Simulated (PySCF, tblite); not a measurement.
**A complex of water and cyanide**

A gas-phase complex of water and cyanide; charge -1, singlet. The structure comes from a short search (6 tight-binding starts) and was relaxed by PBE0-D3(BJ)/def2-TZVPD; another way of binding may lie lower. Frequencies by PBE0-D3(BJ)/def2-TZVPD show no clear imaginary mode.

Parts: 1 = water (O), atoms 1–3; 2 = cyanide ([C-]#N), atoms 4–5, charge -1.

```
atom  part   x (Å)   y (Å)   z (Å)
  O1     1   0.145   0.297  -0.444
  H2     1   0.914  -0.063   0.001
  H3     1  -0.569  -0.353  -0.185
  C4     2  -2.161  -2.537   0.869
  N5     2  -1.637  -1.609   0.390
```

| contact | kind (by geometry) | distance (Å) | angle (°) |
| --- | --- | --- | --- |
| H3···N5 | hydrogen bond | 1.746 | 172 |

Interaction energies are complex less parts, with the parts frozen as they stand in it; counterpoise-corrected, in kcal/mol (PySCF). The CCSD(T) estimate is Hartree-Fock/aug-cc-pVQZ, plus the MP2 correlation part extrapolated as X⁻³ from aug-cc-pVTZ and aug-cc-pVQZ, plus CCSD(T) less MP2 in aug-cc-pVDZ; noble-gas cores are frozen. It isn't the exact limit.

Task: How strongly do the parts interact, level by level?

Result: 
```
                         level  interaction  superposition error removed
      Hartree-Fock/aug-cc-pVQZ       -13.97                            -
       wB97M-D3(BJ)/def2-TZVPD       -16.70                        -0.33
        PBE0-D3(BJ)/def2-TZVPD       -17.82                        -0.31
               MP2/aug-cc-pVQZ       -16.59                        -0.46
CCSD(T), estimated basis limit       -16.47                            -
```

Task: What holds them together? Decompose the wB97M-D3(BJ)/def2-TZVPD energy: frozen parts, their antisymmetrised product, then relaxation.

Result: electrostatic -24.7, Pauli repulsion +21.1, orbital relaxation -12.6, dispersion correction -0.8 kcal/mol, which sum to the value before the counterpoise correction; the Pauli term holds the exchange-correlation of the frozen density too. Of the attraction, 65 % is electrostatic, 33 % is orbital relaxation, 2 % is dispersion correction.

The parts were also relaxed and run alone, at the levels used for the complex: vibrations by PBE0-D3(BJ)/def2-TZVPD; shieldings by PBE0/aug-pcSseg-2; core levels by delta-SCF with SCAN, aug-pcX-2 on the ionised atom and aug-pcseg-1 elsewhere, spin-free X2C.

Values alone: O1–H3 bond (Å): 0.960; stretch carried by H3 (cm⁻¹, harmonic): 3849, 3954; its infrared intensity (km/mol): 5, 66; shielding of H3 (ppm): 30.88; shielding of N5 (ppm): -42.2; shielding of O1 (ppm): 327.8; O1 1s core level (eV): 539.79; C4 1s core level (eV): 283.86; N5 1s core level (eV): 397.50.

Task: What does binding change?

Result: 
```
                              property       alone  in the complex              change
                        O1–H3 bond (Å)       0.960           0.999              +0.039
stretch carried by H3 (cm⁻¹, harmonic)  3849, 3954            3164  -738 from the mean
       its infrared intensity (km/mol)       5, 66            1586                    
                 shielding of H3 (ppm)       30.88           23.84               -7.03
                 shielding of N5 (ppm)       -42.2           -28.1               +14.1
                 shielding of O1 (ppm)       327.8           300.7               -27.1
                 O1 1s core level (eV)      539.79          533.74               -6.04
                 C4 1s core level (eV)      283.86          284.73               +0.87
                 N5 1s core level (eV)      397.50          398.33               +0.82
```

The core-hole states of C4, N5 are spin-contaminated (⟨S²⟩ 0.83, 0.80 against 0.75 for a pure doublet), so those values and differences from them are less sure.

Density functionals tend to overstate the lengthening and the red shift of so strongly bound an X–H bond.

The 6 runs behind this took 2.2 min in all, one thread each of Intel Xeon 6975P-C on a shared host, launched as `OMP_NUM_THREADS=1 python cluster_run.py task.json out`.
